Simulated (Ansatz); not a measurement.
Geometry optimisation, RKS r2SCAN-D4/def2-SVP in Ansatz 0.2.0.

Input file:

```yaml
crystal:
  periodic: [false, false, false]
  atoms:
    - { symbol: C, position_ang: [-0.68484, 1.08654, -0.58349] }
    - { symbol: Si, position_ang: [0.78656, -0.09526, -0.79704] }
    - { symbol: Al, position_ang: [0.59299, -1.53278, 1.26174] }
    - { symbol: H, position_ang: [-0.3653, 2.12656, -0.516] }
    - { symbol: H, position_ang: [-1.24637, 0.85604, 0.32949] }
    - { symbol: H, position_ang: [-1.38296, 1.03107, -1.41979] }
    - { symbol: H, position_ang: [1.86062, -2.14707, 0.63936] }
    - { symbol: H, position_ang: [1.5202, -2.66492, 1.75665] }
    - { symbol: H, position_ang: [-0.67381, -1.09171, 2.02946] }
total_charge: 1
basis:
  gaussian: { orbitals: def2-SVP }
hamiltonian:
  xc: r2scan
  dispersion: d4
relax:
  f_tol: 0.02
  max_steps: 50
```

Run as:

```bash
$ ansatz run input.yaml --threads 2 --pin off --max-ram 3072MiB --backend cpu --events-out ev --progress --plain --runs-dir out
```

Q: Where does it end, and by what steps?

A: The forces met the threshold. After 31 steps the energy has fallen by 2.496 eV; H9 moved furthest, 1.63 Å. Parted: Al3–H7 (1.54 → 2.11 Å), Al3–H8 (1.54 → 2.16 Å). Joined: H7–H8 (1.28 → 0.78 Å).

```csv
step,energy less start (eV),largest force component (eV/Å),accepted
0,0.0000,2.335,yes
2,-0.8647,1.334,yes
4,-1.9330,0.969,yes
6,-2.3136,0.238,yes
8,-2.3390,0.128,yes
10,-2.3618,0.128,yes
12,-2.3859,0.237,yes
14,-2.3960,0.267,yes
16,-2.4140,0.360,yes
18,-2.4257,0.189,yes
20,-2.4412,0.319,yes
22,-2.4689,0.286,yes
24,-2.4773,0.247,yes
26,-2.4924,0.118,yes
28,-2.4917,0.220,no
30,-2.4955,0.032,yes
31,-2.4957,0.018,yes
```

```xyz
9
Properties=species:S:1:pos:R:3
C -0.670 1.216 -0.822
Si -0.508 -0.648 -0.882
Al -0.051 -1.420 1.510
H 0.234 1.707 -0.416
H -1.498 1.524 -0.156
H -0.866 1.613 -1.830
H 1.998 -1.662 1.070
H 1.948 -2.234 1.594
H -0.179 -2.526 2.633
```

Run time: 42 s on 2 threads of Intel(R) Xeon(R) Platinum 8488C (Sapphire Rapids) (shared host), peak memory 0.18 GiB.
